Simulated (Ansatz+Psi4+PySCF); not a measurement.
doublet N2H6(+) in separate pieces: levels of theory in one basis

```yaml
atoms:
  - { symbol: N, position_ang: [0.1165, 0.0000, -3.0000] }
  - { symbol: H, position_ang: [-0.2718, 0.9397, -3.0000] }
  - { symbol: H, position_ang: [-0.2718, -0.4699, -2.1862] }
  - { symbol: H, position_ang: [-0.2718, -0.4699, -3.8138] }
  - { symbol: N, position_ang: [-0.1165, 0.0000, 3.0000] }
  - { symbol: H, position_ang: [0.2718, -0.9397, 3.0000] }
  - { symbol: H, position_ang: [0.2718, 0.4699, 2.1862] }
  - { symbol: H, position_ang: [0.2718, 0.4699, 3.8138] }
```

Basis set: cc-pVTZ (spherical functions). Correlated methods keep 2 orbitals frozen. Correlation on ROHF uses semicanonical orbitals with singles. Charge 1, multiplicity 2.

Computed with Ansatz (development build ahead of 0.2.0); each method stands on the lowest determinant of its kind that the runs found.

```tsv
method	E − E(ROHF) (eV)	<S²> of the determinant
ROHF	0.00	0.75
UHF	-0.11	0.76
ROHF-MP2	-11.42	–
UHF-MP2	-11.41	0.76
```

Question: Is a single determinant a sound starting point here?

Answer: Only with care. Unrestricted orbitals gain 0.11 eV and <S²> is 0.76 against 0.75 for a pure state, but several determinants compete.

Caution: the charge can sit on one fragment and break the point group; the determinant breaks the point group. Caution for ROHF-MP2, UHF-MP2: MP2 on this radical cation hangs on the determinant chosen; another reference gives a lower total.
